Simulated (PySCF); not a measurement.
Vibration and rotation of AlSi

UHF-CCSD(T) constants of AlSi, ⁴Σ⁻ (quartet), unpaired electrons σ ↑, π ↑↑ (Al aug-pcseg-1, Si aug-pcseg-1; no relativity (PySCF 2.14); masses 26.9815 and 27.9769 u):

- ωe: 371.1 cm⁻¹
- ωexe: 2.07 cm⁻¹
- Be: 0.20608 cm⁻¹
- αe: 0.00155 cm⁻¹
- D (centrifugal): 2.54e-07 cm⁻¹
- De to Al + Si: 2.24 eV

**Question.** Give the vibrational terms G(v) and spacings up to v = 6.

**Answer.** G(v) = ωe(v+½) − ωexe(v+½)².

| v | G(v) (cm⁻¹) | G(v) − G(v−1) | Bv (cm⁻¹) |
| --- | --- | --- | --- |
| 0 | 185.0 |  | 0.2053 |
| 1 | 552.0 | 367.0 | 0.2038 |
| 2 | 914.8 | 362.8 | 0.2022 |
| 3 | 1273.5 | 358.7 | 0.2007 |
| 4 | 1628.0 | 354.5 | 0.1991 |
| 5 | 1978.4 | 350.4 | 0.1976 |
| 6 | 2324.7 | 346.3 | 0.1960 |

**Question.** How well does the Morse estimate ωe²/(4ωexe) reproduce De, and what is D0?

**Answer.** It gives 2.06 eV, 92 % of the computed De. D0 = De − G(0) = 2.24 − 0.02 = 2.22 eV.

Correlated steps freeze 10 core orbitals. Correlated levels converge slowly with the basis: in double zeta they bind strong bonds too weakly, by up to about 1 eV, and carry superposition errors of some tenths. The state is the lowest determinant that a PBE0 search found; another state may lie lower at other levels.
